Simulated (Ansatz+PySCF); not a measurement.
**singlet N₂: levels of theory in one basis**

```yaml
atoms:
  - { symbol: N, position_ang: [0.0250, -0.0126, -0.5075] }
  - { symbol: N, position_ang: [-0.0009, -0.0490, 0.5392] }
```

Basis set: def2-SVP (spherical functions). Left uncorrelated: 2 orbitals. Charge 0, multiplicity 1.

Computed with Ansatz (development build ahead of 0.2.0); each method stands on the lowest determinant of its kind that the runs found. NEVPT2 correlates all electrons. Active spaces start from the frontier orbitals, and the lowest solution found is given.

| method | E − E(RHF) (eV) | <S²> of the determinant |
| --- | --- | --- |
| RHF | 0.00 | 0.00 |
| RHF-MP2 | -8.04 | – |
| RHF-CCSD | -8.18 | – |
| CASSCF(10,8) | -3.73 | – |
| SC-NEVPT2(10,8) | -7.77 | – |

**Question.** What does RHF-CCSD(T) give on the same scale?

**Answer.** -8.48 eV.

**Question.** Is a single determinant a sound starting point here?

**Answer.** By this sign, yes. Unrestricted orbitals gain 0.00 eV and <S²> is 0.00 against 0.00 for a pure state. The CASSCF(10,8) natural occupations are 2.00, 1.99, 1.99, 1.95, 1.95, 0.06, 0.06, 0.02.

Caution for CASSCF(10,8): other starts end on other solutions of this active space.
